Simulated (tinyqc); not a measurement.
Inside a calculation. Method: UHF in the sto-3g basis, for BH, spin multiplicity 3. One step of it, computed by the program tinyqc.

Problem. Iteration 1: diagonalisation and new density. Diagonalise F' = X^T F X, C = X C', fill 4 alpha and 2 beta electrons from the bottom; D(s) = C_occ C_occ^T. Each column has its largest component positive (the first on a tie).

F(alpha) (hartree), lower triangle:
```
            1B 1s      1B 2s     1B 2px    1B 2py     1B 2pz      2H 1s
1B 1s   -6.821823
1B 2s   -2.049879  -0.907759
1B 2px   0.000000   0.000000   0.049831
1B 2py   0.000000   0.000000  -0.144904  0.447275
1B 2pz   0.013178  -0.000128   0.000000  0.000000  -0.047759
2H 1s   -0.199500  -0.256086   0.000000  0.000000  -0.208187  -0.170749
```

F(beta) (hartree), lower triangle:
```
            1B 1s      1B 2s    1B 2px    1B 2py     1B 2pz      2H 1s
1B 1s   -6.777100
1B 2s   -1.994112  -0.578997
1B 2px   0.000000   0.000000  0.634539
1B 2py   0.000000   0.000000  0.018635  0.583425
1B 2pz   0.000059  -0.270172  0.000000  0.000000   0.460467
2H 1s   -0.193133  -0.242755  0.000000  0.000000  -0.167924  -0.155917
```

X, lower triangle:
```
            1B 1s      1B 2s    1B 2px    1B 2py     1B 2pz     2H 1s
1B 1s    1.029551
1B 2s   -0.146301   1.065129
1B 2px   0.000000   0.000000  1.000000
1B 2py   0.000000   0.000000  0.000000  1.000000
1B 2pz  -0.005815   0.041227  0.000000  0.000000   1.046709
2H 1s    0.019643  -0.163478  0.000000  0.000000  -0.186222  1.081396
```

Give: F' = X^T F X; orbital energies; coefficients C; F' = X^T F X; orbital energies; coefficients C; D(alpha) after iteration 1; D(beta) after iteration 1.

Solution.

F' = X^T F X (alpha) (hartree), lower triangle:
```
         1        2        3       4        5        6
1  -6.6396
2  -1.0994  -0.4594
3   0.0000   0.0000   0.0498
4   0.0000   0.0000  -0.1449  0.4473
5  -0.0007   0.0541   0.0000  0.0000   0.0255
6   0.0062  -0.1685   0.0000  0.0000  -0.2128  -0.0492
```

orbital energies (alpha) (hartree): MO1 -6.8295, MO2 -0.3698, MO3 -0.1719, MO4 0.0026, MO5 0.2483, MO6 0.4945

coefficients C (alpha):
```
            MO1      MO2      MO3     MO4      MO5      MO6
1B 1s    0.9897  -0.2524   0.1660  0.0000   0.1049   0.0000
1B 2s    0.0365   0.7946  -0.5969  0.0000  -0.4420   0.0000
1B 2px   0.0000   0.0000   0.0000  0.9508   0.0000  -0.3098
1B 2py   0.0000   0.0000   0.0000  0.3098   0.0000   0.9508
1B 2pz  -0.0005   0.1253   0.6082  0.0000  -0.8639   0.0000
2H 1s   -0.0047   0.4240   0.5118  0.0000   0.8885   0.0000
```

F' = X^T F X (beta) (hartree), lower triangle:
```
         1        2       3       4        5        6
1  -6.6021
2  -1.0928  -0.1300
3   0.0000   0.0000  0.6345
4   0.0000   0.0000  0.0186  0.5834
5   0.0236  -0.2190  0.0000  0.0000   0.5443
6   0.0058  -0.1572  0.0000  0.0000  -0.2211  -0.0428
```

orbital energies (beta) (hartree): MO1 -6.7817, MO2 -0.2761, MO3 0.1633, MO4 0.5774, MO5 0.6406, MO6 0.6639

coefficients C (beta):
```
            MO1      MO2      MO3      MO4     MO5      MO6
1B 1s    0.9922  -0.1735  -0.2482   0.0000  0.0000   0.0748
1B 2s    0.0280   0.5270   0.9261   0.0000  0.0000  -0.2197
1B 2px   0.0000   0.0000   0.0000  -0.3098  0.9508   0.0000
1B 2py   0.0000   0.0000   0.0000   0.9508  0.3098   0.0000
1B 2pz   0.0022   0.2590   0.2196   0.0000  0.0000   1.0083
2H 1s   -0.0042   0.6246  -0.8354   0.0000  0.0000  -0.3783
```

D(alpha) after iteration 1, lower triangle:
```
          1B 1s    1B 2s  1B 2px  1B 2py  1B 2pz   2H 1s
1B 1s    1.0708
1B 2s   -0.2636   0.9890
1B 2px   0.0000   0.0000  0.9040
1B 2py   0.0000   0.0000  0.2946  0.0960
1B 2pz   0.0688  -0.2635  0.0000  0.0000  0.3856
2H 1s   -0.0267   0.0312  0.0000  0.0000  0.3644  0.4418
```

D(beta) after iteration 1, lower triangle:
```
          1B 1s   1B 2s  1B 2px  1B 2py  1B 2pz   2H 1s
1B 1s    1.0146
1B 2s   -0.0636  0.2785
1B 2px   0.0000  0.0000  0.0000
1B 2py   0.0000  0.0000  0.0000  0.0000
1B 2pz  -0.0427  0.1366  0.0000  0.0000  0.0671
2H 1s   -0.1126  0.3290  0.0000  0.0000  0.1618  0.3902
```
